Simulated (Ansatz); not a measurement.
System: zinc-blende BeTe. Method: LDA (plane waves, PAW; Ansatz, a quantum-chemistry and plane-wave program).

Settings: plane-wave cutoff 520 eV, 10×10×10 k mesh, scalar-relativistic PAW data made under PBE.

Computed at the level's own relaxed cell.

```xyz
2
Lattice="0.0000 2.7772 2.7772 2.7772 0.0000 2.7772 2.7772 2.7772 0.0000" Properties=species:S:1:pos:R:3 pbc="T T T"
Be     0.0000     0.0000     0.0000
Te     4.1658     4.1658     4.1658
```

**Question.** Give the elastic tensor (Voigt notation, GPa, ions relaxed, in the Cartesian axes of the cell as printed).

**Answer.** 
```
  105.7    42.8    42.8     0.0     0.0     0.0
   42.8   105.7    42.8     0.0     0.0     0.0
   42.8    42.8   105.7     0.0     0.0     0.0
    0.0     0.0     0.0    53.2     0.0     0.0
    0.0     0.0     0.0     0.0    53.2     0.0
    0.0     0.0     0.0     0.0     0.0    53.2
```

Computed values are for the static lattice.
